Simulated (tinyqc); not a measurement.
MP2 on RHF in the sto-3g basis, frozen core, for H2O, spin multiplicity 1, step by step. Computed by tinyqc, a small Python program that keeps every step (integrals from PySCF). Settings: charge = 0, multiplicity = 1, basis = sto-3g, method = RHF, frozen orbitals = 1, energy threshold = 1e-10, iteration cap = 50, orthogonalisation = symmetric, start = core, DIIS depth = 6. Command: `OMP_NUM_THREADS=1 python tinyqc.py 27709 27710 out.jsonl` (the two numbers bound the seeds that draw the settings). One thread of a shared host (Intel(R) Xeon(R) Processor @ 2.60GHz), about 0.1 s of CPU time with the checks. The early iterations of the SCF are left out here.

## One-electron integrals

Geometry (angstrom):
```
atom         x          y         z
O     0.000000   0.000000  0.000000
H     0.000000   0.769000  0.681000
H     0.000000  -0.779000  0.690000
```

Basis sto-3g: exponents (1/bohr^2) and contraction coefficients of normalised primitives:
```
element  l (shell)    exponent  coefficient
O            s (1)  130.709320     0.154329
O            s (1)   23.808861     0.535328
O            s (1)    6.443608     0.444635
O            s (2)    5.033151    -0.099967
O            s (2)    1.169596     0.399513
O            s (2)    0.380389     0.700115
O            p (3)    5.033151     0.155916
O            p (3)    1.169596     0.607684
O            p (3)    0.380389     0.391957
H            s (1)    3.425251     0.154329
H            s (1)    0.623914     0.535328
H            s (1)    0.168855     0.444635
```

Overlap, kinetic and nuclear-attraction integrals over the contracted functions; the nuclear repulsion is the sum of Za Zb / Rab.

nuclear repulsion = 8.53126550 hartree

overlap S, lower triangle:
```
           1O 1s     1O 2s    1O 2px     1O 2py    1O 2pz     2H 1s     3H 1s
1O 1s   1.000000
1O 2s   0.236704  1.000000
1O 2px  0.000000  0.000000  1.000000
1O 2py  0.000000  0.000000  0.000000   1.000000
1O 2pz  0.000000  0.000000  0.000000   0.000000  1.000000
2H 1s   0.045690  0.430039  0.000000   0.275649  0.244106  1.000000
3H 1s   0.044246  0.421714  0.000000  -0.271866  0.240805  0.239612  1.000000
```

kinetic energy T (hartree), lower triangle:
```
            1O 1s     1O 2s    1O 2px     1O 2py    1O 2pz     2H 1s     3H 1s
1O 1s   29.003200
1O 2s   -0.168011  0.808128
1O 2px   0.000000  0.000000  2.528731
1O 2py   0.000000  0.000000  0.000000   2.528731
1O 2pz   0.000000  0.000000  0.000000   0.000000  2.528731
2H 1s   -0.006380  0.097578  0.000000   0.174649  0.154663  0.760032
3H 1s   -0.006896  0.092192  0.000000  -0.167810  0.148638  0.005871  0.760032
```

nuclear attraction V (hartree), lower triangle:
```
             1O 1s       1O 2s     1O 2px      1O 2py      1O 2pz      2H 1s      3H 1s
1O 1s   -61.642133
1O 2s    -7.425388  -10.067314
1O 2px    0.000000    0.000000  -9.924258
1O 2py   -0.000260   -0.002720   0.000000  -10.041522
1O 2pz   -0.017645   -0.212548   0.000000   -0.001610  -10.016238
2H 1s    -1.471384   -3.413326   0.000000   -1.933925   -1.780613  -5.574865
3H 1s    -1.424239   -3.333475   0.000000    1.896256   -1.747212  -1.448090  -5.528847
```

core Hamiltonian H = T + V (hartree), lower triangle:
```
             1O 1s      1O 2s     1O 2px     1O 2py     1O 2pz      2H 1s      3H 1s
1O 1s   -32.638933
1O 2s    -7.593399  -9.259186
1O 2px    0.000000   0.000000  -7.395527
1O 2py   -0.000260  -0.002720   0.000000  -7.512791
1O 2pz   -0.017645  -0.212548   0.000000  -0.001610  -7.487507
2H 1s    -1.477764  -3.315748   0.000000  -1.759276  -1.625950  -4.814833
3H 1s    -1.431136  -3.241283   0.000000   1.728446  -1.598574  -1.442220  -4.768815
```

## Two-electron integrals

Functions are numbered as in S; the eight-fold symmetry (ij|kl) = (ji|kl) = (kl|ij) leaves the list below.

Two-electron integrals (ij|kl) in chemists' order, unique and non-zero (hartree):
```
(11|11) 4.785065    (21|11) 0.741380    (21|21) 0.136873    (22|11) 1.118947
(22|21) 0.256633    (22|22) 0.817206    (31|31) 0.024477    (32|31) 0.037809
(32|32) 0.180518    (33|11) 1.115814    (33|21) 0.256684    (33|22) 0.817023
(33|33) 0.880159    (41|41) 0.024477    (42|41) 0.037809    (42|42) 0.180518
(43|43) 0.047444    (44|11) 1.115814    (44|21) 0.256684    (44|22) 0.817023
(44|33) 0.785270    (44|44) 0.880159    (51|51) 0.024477    (52|51) 0.037809
(52|52) 0.180518    (53|53) 0.047444    (54|54) 0.047444    (55|11) 1.115814
(55|21) 0.256684    (55|22) 0.817023    (55|33) 0.785270    (55|44) 0.785270
(55|55) 0.880159    (61|11) 0.145128    (61|21) 0.026572    (61|22) 0.049515
(61|33) 0.049419    (61|41) 0.000918    (61|42) 0.001721    (61|44) 0.049584
(61|51) 0.000813    (61|52) 0.001524    (61|54) 0.000147    (61|55) 0.049549
(61|61) 0.005226    (62|11) 0.357133    (62|21) 0.082954    (62|22) 0.292954
(62|33) 0.287943    (62|41) 0.004666    (62|42) 0.035819    (62|44) 0.296211
(62|51) 0.004132    (62|52) 0.031720    (62|54) 0.007321    (62|55) 0.294427
(62|61) 0.016424    (62|62) 0.130604    (63|31) 0.008630    (63|32) 0.050421
(63|43) 0.007420    (63|53) 0.006571    (63|63) 0.018498    (64|11) 0.193851
(64|21) 0.045605    (64|22) 0.171963    (64|33) 0.164181    (64|41) 0.010876
(64|42) 0.070300    (64|44) 0.183681    (64|51) 0.001989    (64|52) 0.017605
(64|54) 0.010697    (64|55) 0.167835    (64|61) 0.009424    (64|62) 0.093127
(64|64) 0.084134    (65|11) 0.171667    (65|21) 0.040386    (65|22) 0.152285
(65|33) 0.145393    (65|41) 0.001989    (65|42) 0.017605    (65|44) 0.149520
(65|51) 0.010391    (65|52) 0.066011    (65|54) 0.011074    (65|55) 0.161771
(65|61) 0.008345    (65|62) 0.082470    (65|64) 0.058125    (65|65) 0.069971
(66|11) 0.500409    (66|21) 0.118122    (66|22) 0.478747    (66|33) 0.459463
(66|41) 0.008522    (66|42) 0.090477    (66|44) 0.491552    (66|51) 0.007547
(66|52) 0.080124    (66|54) 0.028417    (66|55) 0.484628    (66|61) 0.023589
(66|62) 0.270017    (66|64) 0.219765    (66|65) 0.194616    (66|66) 0.774606
(71|11) 0.140493    (71|21) 0.025726    (71|22) 0.047948    (71|33) 0.047854
(71|41) -0.000889   (71|42) -0.001667   (71|44) 0.048015    (71|51) 0.000787
(71|52) 0.001476    (71|54) -0.000142   (71|55) 0.047981    (71|61) 0.004988
(71|62) 0.015448    (71|64) 0.008103    (71|65) 0.007856    (71|66) 0.021974
(71|71) 0.004898    (72|11) 0.348691    (72|21) 0.081006    (72|22) 0.286427
(72|33) 0.281504    (72|41) -0.004559   (72|42) -0.035118   (72|44) 0.289625
(72|51) 0.004038    (72|52) 0.031105    (72|54) -0.007193   (72|55) 0.287875
(72|61) 0.015578    (72|62) 0.104964    (72|64) 0.051424    (72|65) 0.064606
(72|66) 0.179664    (72|71) 0.015532    (72|72) 0.125267    (73|31) 0.008392
(73|32) 0.049158    (73|43) -0.007258   (73|53) 0.006429    (73|63) 0.014387
(73|73) 0.017661    (74|11) -0.190186   (74|21) -0.044746   (74|22) -0.168927
(74|33) -0.161298   (74|41) 0.010595    (74|42) 0.068719    (74|44) -0.180399
(74|51) -0.001951   (74|52) -0.017326   (74|54) 0.010490    (74|55) -0.164895
(74|61) -0.008214   (74|62) -0.051778   (74|64) -0.011413   (74|65) -0.031157
(74|66) -0.078487   (74|71) -0.008951   (74|72) -0.089748   (74|74) 0.081216
(75|11) 0.168458    (75|21) 0.039634    (75|22) 0.149628    (75|33) 0.142870
(75|41) -0.001951   (75|42) -0.017326   (75|44) 0.146931    (75|51) 0.010120
(75|52) 0.064505    (75|54) -0.010856   (75|55) 0.158914    (75|61) 0.007958
(75|62) 0.064825    (75|64) 0.031062    (75|65) 0.053688    (75|66) 0.121672
(75|71) 0.007928    (75|72) 0.079494    (75|74) -0.056294   (75|75) 0.067523
(76|11) 0.142325    (76|21) 0.033397    (76|22) 0.128893    (76|33) 0.125647
(76|41) -0.000008   (76|42) -0.000092   (76|44) 0.127908    (76|51) 0.002555
(76|52) 0.023704    (76|54) -0.000027   (76|55) 0.132981    (76|61) 0.006557
(76|62) 0.058092    (76|64) 0.035678    (76|65) 0.041248    (76|66) 0.126740
(76|71) 0.006351    (76|72) 0.057031    (76|74) -0.035298   (76|75) 0.040661
(76|76) 0.032247    (77|11) 0.494690    (77|21) 0.116789    (77|22) 0.474185
(77|33) 0.455148    (77|41) -0.008365   (77|42) -0.089348   (77|44) 0.486817
(77|51) 0.007409    (77|52) 0.079140    (77|54) -0.028051   (77|55) 0.479994
(77|61) 0.022436    (77|62) 0.182025    (77|64) 0.079002    (77|65) 0.122812
(77|66) 0.336087    (77|71) 0.022581    (77|72) 0.263376    (77|74) -0.215362
(77|75) 0.190757    (77|76) 0.126740    (77|77) 0.774606
```

## Orthogonalisation

S = U s U^T; symmetric (Loewdin) form X = U s^(-1/2) U^T, so that X^T S X = 1.

eigenvalues of S: 0.392112  0.475187  0.880075  1.000000  1.104833  1.285433  1.862360

X, lower triangle:
```
            1O 1s      1O 2s    1O 2px     1O 2py     1O 2pz      2H 1s     3H 1s
1O 1s    1.023870
1O 2s   -0.139446   1.191576
1O 2px   0.000000   0.000000  1.000000
1O 2py  -0.000187   0.002669  0.000000   1.082435
1O 2pz  -0.009293   0.094490  0.000000   0.001278   1.052630
2H 1s    0.020346  -0.254698  0.000000  -0.194162  -0.141884   1.168198
3H 1s    0.019969  -0.246106  0.000000   0.190276  -0.138059  -0.086083  1.161039
```

## Iteration 8 (converged): orbitals

converged F (hartree), lower triangle:
```
             1O 1s      1O 2s     1O 2px     1O 2py     1O 2pz      2H 1s      3H 1s
1O 1s   -20.252587
1O 2s    -5.164504  -2.429961
1O 2px    0.000000   0.000000  -0.392910
1O 2py   -0.000267  -0.002961   0.000000  -0.266526
1O 2pz   -0.027441  -0.102878   0.000000  -0.003388  -0.312236
2H 1s    -1.013968  -0.911531   0.000000  -0.362975  -0.370266  -0.498789
3H 1s    -0.982217  -0.891379   0.000000   0.358678  -0.366369  -0.341167  -0.483701
```

Diagonalise F' = X^T F X, C = X C', fill 5 alpha and 5 beta electrons from the bottom; D = 2 C_occ C_occ^T. Each column has its largest component positive (the first on a tie).

F' = X^T F X (hartree), lower triangle:
```
            1          2          3          4          5          6          7
1  -19.875950
2   -2.689273  -1.285879
3    0.000000   0.000000  -0.392910
4   -0.000305   0.001765   0.000000  -0.023068
5   -0.056958   0.113781   0.000000  -0.000669  -0.153313
6   -0.137908  -0.455543   0.000000  -0.426067  -0.335728  -0.003213
7   -0.129379  -0.442888   0.000000   0.421188  -0.330356  -0.097387  -0.006273
```

orbital energies (hartree): MO1 -20.261070, MO2 -1.240592, MO3 -0.567095, MO4 -0.461046, MO5 -0.392910, MO6 0.544954, MO7 0.637153

coefficients C:
```
              MO1        MO2        MO3        MO4       MO5        MO6        MO7
1O 1s    0.994321  -0.235601   0.002724   0.102457  0.000000   0.117822  -0.009210
1O 2s    0.025009   0.860532  -0.014547  -0.526538  0.000000  -0.742443   0.062105
1O 2px   0.000000   0.000000   0.000000   0.000000  1.000000   0.000000   0.000000
1O 2py   0.000076   0.002978   0.618531  -0.008580  0.000000   0.063037   0.926791
1O 2pz   0.003826   0.110380   0.010982   0.737666  0.000000  -0.772399   0.056280
2H 1s   -0.005189   0.153409   0.454781   0.306814  0.000000   0.684619  -0.837847
3H 1s   -0.005035   0.148645  -0.449543   0.321471  0.000000   0.784697   0.726877
```

D after iteration 8, lower triangle:
```
            1O 1s      1O 2s    1O 2px     1O 2py    1O 2pz      2H 1s     3H 1s
1O 1s    2.109373
1O 2s   -0.463724   2.037189
1O 2px   0.000000   0.000000  2.000000
1O 2py   0.000360  -0.003831  0.000000   0.765327
1O 2pz   0.106814  -0.586976  0.000000   0.001585  1.112940
2H 1s   -0.017257  -0.072563  0.000000   0.558240  0.496469   0.649044
3H 1s   -0.016631  -0.069878  0.000000  -0.560745  0.497179  -0.165964  0.655107
```

## Convergence

Stop when the energy changes by less than 1e-10 hartree and every element of the error matrix X^T (F D S - S D F) X is below 3e-06.

Course of the cycle:
```
iteration   E (hartree)     change  largest element of the error matrix
1          -73.25335915          -                             6.01e-01
2          -74.89278875  -1.64e+00                             2.04e-01
3          -74.95955454  -6.68e-02                             4.04e-02
4          -74.96153462  -1.98e-03                             6.10e-03
5          -74.96162169  -8.71e-05                             1.84e-03
6          -74.96163214  -1.05e-05                             1.88e-04
7          -74.96163222  -7.74e-08                             1.56e-06
8          -74.96163222  -7.02e-12                             1.44e-07
```

PySCF RHF in the same basis = -74.96163222 hartree

Converged in 8 iterations.

## Integrals over molecular orbitals

(pq|rs) = sum C_ip C_jq C_kr C_ls (ij|kl), one index at a time.

one-electron integrals over orbitals h = C^T H C (hartree), lower triangle:
```
            1          2          3          4          5          6          7
1  -32.621940
2    0.561173  -7.609699
3   -0.006347   0.007540  -6.196614
4   -0.232276   0.499912  -0.021447  -6.746405
5    0.000000   0.000000   0.000000   0.000000  -7.395527
6   -0.269295   1.292210  -0.114676   1.228654   0.000000  -5.387301
7    0.021011  -0.103053  -1.711908  -0.055064   0.000000  -0.008901  -5.519107
```

Two-electron integrals over orbitals (pq|rs), unique and non-zero (hartree); the lowest 1 orbital is frozen and left out:
```
(22|22) 0.725597    (32|22) 0.001477    (32|32) 0.136928    (33|22) 0.633414
(33|32) -0.000422   (33|33) 0.615835    (42|22) -0.010445   (42|32) 0.000421
(42|33) 0.004589    (42|42) 0.127167    (43|22) 0.001825    (43|32) 0.022788
(43|33) 0.001326    (43|42) -0.002511   (43|43) 0.052410    (44|22) 0.663447
(44|32) -0.002414   (44|33) 0.582236    (44|42) -0.098388   (44|43) 0.002128
(44|44) 0.731101    (52|52) 0.146875    (53|52) -0.001265   (53|53) 0.027894
(54|52) -0.047525   (54|53) 0.000722    (54|54) 0.052637    (55|22) 0.749784
(55|32) -0.001368   (55|33) 0.618304    (55|42) -0.078421   (55|43) 0.002864
(55|44) 0.704493    (55|55) 0.880159    (62|22) -0.138407   (62|32) 0.003676
(62|33) -0.074278   (62|42) -0.025311   (62|43) -0.002319   (62|44) -0.070023
(62|55) -0.149047   (62|62) 0.099320    (63|22) 0.010623    (63|32) 0.033184
(63|33) 0.006869    (63|42) -0.005218   (63|43) 0.031969    (63|44) 0.008014
(63|55) 0.013180    (63|62) -0.006788   (63|63) 0.068398    (64|22) -0.110972
(64|32) -0.004912   (64|33) -0.048118   (64|42) 0.049132    (64|43) -0.002973
(64|44) -0.130416   (64|55) -0.136957   (64|62) 0.058541    (64|63) -0.010328
(64|64) 0.088559    (65|52) -0.053773   (65|53) 0.001937    (65|54) -0.002352
(65|65) 0.036316    (66|22) 0.611133    (66|32) -0.011512   (66|33) 0.564621
(66|42) 0.050565    (66|43) -0.007642   (66|44) 0.552886    (66|55) 0.590523
(66|62) -0.098564   (66|63) -0.005124   (66|64) -0.049478   (66|66) 0.598917
(72|22) 0.011079    (72|32) 0.046119    (72|33) 0.004316    (72|42) 0.000209
(72|43) -0.034684   (72|44) 0.007010    (72|55) 0.011897    (72|62) -0.002957
(72|63) -0.032892   (72|64) -0.005360   (72|66) 0.008370    (72|72) 0.064521
(73|22) 0.146979    (73|32) -0.005048   (73|33) 0.089153    (73|42) -0.081810
(73|43) -0.000154   (73|44) 0.145370    (73|55) 0.194503    (73|62) -0.071141
(73|63) 0.005343    (73|64) -0.093788   (73|66) 0.042970    (73|72) 0.007864
(73|73) 0.158238    (74|22) 0.004097    (74|32) -0.077201   (74|33) 0.002544
(74|42) -0.000989   (74|43) -0.006891   (74|44) 0.006670    (74|55) 0.005979
(74|62) -0.004511   (74|63) -0.047996   (74|64) 0.001352    (74|66) 0.010989
(74|72) -0.015541   (74|73) 0.008303    (74|74) 0.072381    (75|52) 0.004228
(75|53) 0.023611    (75|54) -0.000336   (75|65) -0.000931   (75|75) 0.024166
(76|22) -0.001570   (76|32) -0.088585   (76|33) 0.001371    (76|42) -0.003656
(76|43) -0.054714   (76|44) 0.003866    (76|55) 0.000785    (76|62) 0.002740
(76|63) -0.059208   (76|64) 0.005711    (76|66) 0.012309    (76|72) 0.009201
(76|73) 0.007684    (76|74) 0.059461    (76|76) 0.108909    (77|22) 0.613036
(77|32) 0.012949    (77|33) 0.596205    (77|42) -0.013272   (77|43) 0.008113
(77|44) 0.587424    (77|55) 0.611167    (77|62) -0.063511   (77|63) 0.014439
(77|64) -0.045208   (77|66) 0.559419    (77|72) 0.004035    (77|73) 0.085718
(77|74) -0.007041   (77|76) -0.012798   (77|77) 0.605507
```

## Second-order Moller-Plesset energy

Hartree-Fock energy = -74.96163222 hartree

E2 = sum_ijab (ia|jb) [2 (ia|jb) - (ib|ja)] / (e_i + e_j - e_a - e_b) over occupied i, j and virtual a, b; the opposite-spin part is (ia|jb)^2 / denominator, the rest is same-spin, and SCS-MP2 scales them by 6/5 and 1/3.

Terms:
```
i  j  a  b    (ia|jb)    (ib|ja)  denominator       term
3  3  7  7   0.158238   0.158238    -2.408495  -0.010396
3  4  7  6  -0.093788  -0.047996    -2.210248  -0.005923
4  3  6  7  -0.093788  -0.047996    -2.210248  -0.005923
4  4  6  6   0.088559   0.088559    -2.012001  -0.003898
2  2  6  6   0.099320   0.099320    -3.571093  -0.002762
3  2  7  6  -0.071141  -0.032892    -2.989794  -0.002603
2  3  6  7  -0.071141  -0.032892    -2.989794  -0.002603
4  4  7  7   0.072381   0.072381    -2.196398  -0.002385
3  3  6  6   0.068398   0.068398    -2.224098  -0.002103
4  2  6  6   0.058541   0.058541    -2.791547  -0.001228
2  4  6  6   0.058541   0.058541    -2.791547  -0.001228
2  2  7  7   0.064521   0.064521    -3.755490  -0.001109
5  5  6  6   0.036316   0.036316    -1.875729  -0.000703
5  5  7  7   0.024166   0.024166    -2.060126  -0.000283
2  4  7  7  -0.015541  -0.015541    -2.975944  -0.000081
4  2  7  7  -0.015541  -0.015541    -2.975944  -0.000081
3  2  6  7  -0.032892  -0.071141    -2.989794   0.000059
2  3  7  6  -0.032892  -0.071141    -2.989794   0.000059
4  3  6  6  -0.010328  -0.010328    -2.118050  -0.000050
3  4  6  6  -0.010328  -0.010328    -2.118050  -0.000050
4  3  7  6  -0.047996  -0.093788    -2.210248  -0.000048
3  4  6  7  -0.047996  -0.093788    -2.210248  -0.000048
4  3  7  7   0.008303   0.008303    -2.302447  -0.000030
3  4  7  7   0.008303   0.008303    -2.302447  -0.000030
3  2  7  7   0.007864   0.007864    -3.081993  -0.000020
2  3  7  7   0.007864   0.007864    -3.081993  -0.000020
3  2  6  6  -0.006788  -0.006788    -2.897596  -0.000016
2  3  6  6  -0.006788  -0.006788    -2.897596  -0.000016
3  3  7  6   0.005343   0.005343    -2.316297  -0.000012
3  3  6  7   0.005343   0.005343    -2.316297  -0.000012
4  2  6  7  -0.005360  -0.004511    -2.883746  -0.000012
2  4  7  6  -0.005360  -0.004511    -2.883746  -0.000012
4  2  7  6  -0.004511  -0.005360    -2.883746  -0.000006
2  4  6  7  -0.004511  -0.005360    -2.883746  -0.000006
2  2  7  6  -0.002957  -0.002957    -3.663291  -2.39e-06
2  2  6  7  -0.002957  -0.002957    -3.663291  -2.39e-06
4  4  6  7   0.001352   0.001352    -2.104200  -8.69e-07
4  4  7  6   0.001352   0.001352    -2.104200  -8.69e-07
5  5  7  6  -0.000931  -0.000931    -1.967928  -4.40e-07
5  5  6  7  -0.000931  -0.000931    -1.967928  -4.40e-07
```

Pair energies (hartree; pair i-j sums ij and ji):
```
pair  opposite spin  same spin
2-2       -0.003876          0
3-2       -0.004181  -0.000979
3-3       -0.012524          0
4-2       -0.002652  -5.00e-07
4-3       -0.010204  -0.001897
4-4       -0.006285          0
5-5       -0.000987          0
```

MP2 correlation energy = -0.04358632 hartree

SCS-MP2 correlation energy = -0.04981057 hartree

MP2 total energy = -75.00521854 hartree
